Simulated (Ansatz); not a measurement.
# AlBH2, singlet: from triple and quadruple zeta to the limit

```xyz
4

B     0.0000    0.0000    1.7315
Al    0.0000    0.0000   -0.5881
H     0.0000   -1.3671   -1.4148
H     0.0000    1.3671   -1.4148
```

Connectivity, by distances: B–AlH2.

Ansatz 0.2.0, RHF determinant, valence electrons correlated. Energies in eV.

| set | X | functions | Hartree–Fock | MP2 correlation | CCSD(T) correlation | time |
| --- | --- | --- | --- | --- | --- | --- |
| def2-TZVPP | 3 | 101 | -7281.8464 | -3.8501 | -5.1398 | 9.5 s on 1 thread of AMD EPYC 7R43 64-Core Processor (Zen 3), with other jobs on the host |
| def2-QZVPP | 4 | 187 | -7282.0642 | -4.1301 | -5.3462 | 48 s on 1 thread of AMD EPYC 7R43 64-Core Processor (Zen 3) (shared host) |

Hartree–Fock is taken to follow E(X) = E∞ + A·exp(−7.88·√X), correlation E(X) = E∞ + B·X^−2.97.

Cautions: higher spins were not checked; restricted determinant unstable towards unrestricted.

Task: Work out the CCSD(T) energy at the limit, and how far the shortcut misses it that extrapolates MP2 and adds CCSD(T) minus MP2 from the smaller set.

Result: Hartree–Fock: E∞ = E4 + 0.1377·(E4 − E3) = -7282.0942. Correlation: E∞ = E4 + 0.7407·(E4 − E3) = -5.4990 for CCSD(T) and -4.3375 for MP2. The limit is -7287.5932 eV, 0.183 eV below def2-QZVPP. The shortcut gives a correlation energy of -4.3375 + (-1.2897) = -5.6272, 128 meV lower than the direct value.

Past Ne part of the Hartree–Fock step between the two sets comes from the cores, which don't follow the formula, so the 30 meV that it adds to the total can overshoot; that part largely cancels in differences.
